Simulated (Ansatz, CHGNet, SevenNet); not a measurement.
**Elastic constant C44 of rock-salt NbC: levels of theory against measurement**

Reference value: 150 GPa (measured, temperature not stated, no zero-point or thermal correction; as tabulated in Wu et al. (2005), arXiv:cond-mat/0412374).

Question: Put these levels in order of the elastic constant C44 that they give for rock-salt NbC, smallest first: CHGNet 0.3.0 (CHGNet), LDA (Ansatz, a program for electronic structure), SevenNet-0 (SevenNet).

Answer: CHGNet 0.3.0 (72.7 GPa), SevenNet-0 (96.4 GPa), LDA (179 GPa)

Unless a cell is named, each level is at its own relaxed cell (CHGNet 0.3.0 11.44, SevenNet-0 11.43, LDA 10.85 Å³/atom).

Differences against the reference: CHGNet 0.3.0 -52 %, SevenNet-0 -36 %, LDA +19.3 %.

The measured value isn't corrected to a static lattice, so vibrations enter the comparison. A static lattice is as a rule stiffer than a warm one, by over a tenth in soft solids.  Each level is taken at its own relaxed cell. Ansatz's density-functional and Hartree–Fock values are scalar-relativistic unless marked +SOC, with PAW data made under PBE.

Machine-learned potentials (CHGNet 0.3.0, SevenNet-0) are trained on DFT data, which may include these solids.

Differences are worked out from the printed values.
